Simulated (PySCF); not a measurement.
Gas-phase reaction: 2 AlCl + F ⇌ AlCl₂F + Al

Computed with PySCF (xtb for GFN2) and rigid-rotor harmonic-oscillator thermochemistry at 1 bar. Table values come from the NASA 1993 polynomials. After a fit of one offset per element over all species, the range-separated, M06-2X, PBE0/def2-QZVP and CCSD(T)/def2-TZVPP enthalpies, where run, lie to one side of the table for AlCl (-22 kJ/mol): a fault of the table's entry, another state or a shared error of the levels is possible; this was not checked at source. † marks an energy on the PBE0/def2-TZVP geometry and frequencies; other levels use their own. 6-31G* has spherical d functions here. Open shells (unrestricted): F (multiplicity 2, electronic degeneracy 6), Al (multiplicity 2, electronic degeneracy 6); the rest are closed-shell singlets. GFN2 has no spin-polarisation term. Spin-orbit splitting is ignored; it lowers the true energy and changes the entropy of F, Al. B3LYP is the form with VWN-RPA correlation. The harmonic model lacks anharmonicity and excited electronic states, which grow with temperature; levels with a mode under 35 cm⁻¹ are left out. The table's entry may be an old estimate for AlCl, AlCl₂F (not checked at source).

log10 K (1 bar standard state):

```csv
T (K),table,B3LYP/6-31G*,BLYP/def2-TZVP†,GFN2-xTB
600,30.8,28.2,28.3,26.1
1200,11.9,10.5,10.6,9.7
1600,7.2,6.1,6.2,5.6
2000,4.3,3.5,3.6,3.2
2500,2.1,1.4,1.5,1.3
```
Ten kJ in ΔG° is worth 0.87 decades in K at 600 K and 0.21 at 2500 K.
